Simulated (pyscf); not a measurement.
One addition across a multiple bond or ene-type step on the singlet surface with elements of a group swapped. ωB97M-D3(BJ)/def2-TZVP, kJ/mol, from the separated reactants. Optimised with ωB97X-D3(BJ)/def2-SVP in PySCF.

```
step                                                  barrier  reaction energy  imaginary mode (i cm⁻¹)
----------------------------------------------------  -------  ---------------  -----------------------
`[NH3]` + `[NH]=[Al][NH2]` → `[NH2][Al]([NH2])[NH2]`   -129.3           -372.6                      818
`[NH]=[Ga][NH2]` + `[NH3]` → `[NH2][Ga]([NH2])[NH2]`      ___              ___                     1278
```

Task: Complete the blanks.

Result: 
- `[NH]=[Ga][NH2]` + `[NH3]` → `[NH2][Ga]([NH2])[NH2]`, barrier: -53.7
- `[NH]=[Ga][NH2]` + `[NH3]` → `[NH2][Ga]([NH2])[NH2]`, reaction energy: -276.8

Row 1: On the reactant side the descent ends in an adduct with a Al–N contact, 147.4 kJ/mol under the separated species and 13.7 kJ/mol under the saddle at ωB97X-D3(BJ)/def2-TZVP. Row 2: On the reactant side the descent ends in an adduct with a Ga–N contact, 95.4 kJ/mol under the separated species and 34.7 kJ/mol under the saddle at ωB97X-D3(BJ)/def2-TZVP. Each row is the saddle that its search found. Elements up to Kr have no core potential and no relativistic terms here.
